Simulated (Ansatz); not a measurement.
System: P₂, charge 1, multiplicity 2. 
Coordinates optimised at B3LYP-D3(BJ)/def2-TZVP (Ansatz, a first-principles code):
```xyz
2

P      0.0000     0.0000    -0.9881
P      0.0000     0.0000     0.9881
```
Charge +1, spin multiplicity 2.

Basis-set convergence of Hartree-Fock and MP2 correlation energies (hartree) with Ansatz. Valence correlation only, unless marked. Open shells are spin-unrestricted. Spin-orbit coupling is left out. No relativistic terms.

The UHF reference is spin-contaminated (<S^2> 0.43 over the pure value in the largest basis). The T1 diagnostic of CCSD in the largest basis is 0.084, which is high, so the coupled-cluster rows are less sure than usual.

```tsv
basis	functions	E(HF)	E(corr, MP2)
cc-pV(T+d)Z	78	-681.15990	-0.20424
cc-pV(Q+d)Z	128	-681.16585	-0.22006
```

Extrapolating the two largest sets (X = 3 and 4) as X^-3: E(corr) = (64·(-0.22006) - 27·(-0.20424))/37 = -0.2316 Eh, an estimate of the basis-set limit. The largest set recovers 95.0 % of it, the smallest 88.2 %.
